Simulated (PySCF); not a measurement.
# C2H2ClF (cis-1-Chloro-2-Fluoroethylene): the cost of one run

Programs: PySCF 2.14.0, with density-fitted response routines of our own. Each step states its level of theory. These are calculated values for one molecule in the gas phase, unless marked as measured. Atoms count from 0, in the outputs and in this text.

**1. The starting structure**

6 atoms, charge 0, multiplicity 1; geometry from: MMFF94s. The atoms were then displaced at random by about 0.03 Å, so the start is not that level's minimum.

Bonds of the start (Å): F0–C1 1.26, C1–C2 1.28, C2–Cl3 1.84, C1–H4 1.08, C2–H5 1.08.

**2. Relaxing the molecule at PBE0-D3(BJ)/def2-SVP**

Job settings and geometry (Å):

```
{"job": {"xc": "PBE0", "basis": "def2-SVP", "d3": "d3bj", "grid": 1, "shake": 0.03, "kind": "geom"}, "charge": 0, "multiplicity": 1}
F     -1.107080     1.210520    -0.042750
C     -0.722900     0.010010    -0.041700
C      0.528760    -0.273600     0.002860
Cl     1.921480     0.925820     0.082710
H     -1.525080    -0.708240    -0.109130
H      0.967940    -1.260530     0.038740
```

Launch:

```sh
OMP_NUM_THREADS=1 python probes_run.py task.json out
```

This one command runs all jobs of the session in turn.

Q: Estimate the wall time and peak memory of this first job on 1 thread of Arm Neoverse V1, shared host.

About 11 s, with a peak of 0.29 GiB.
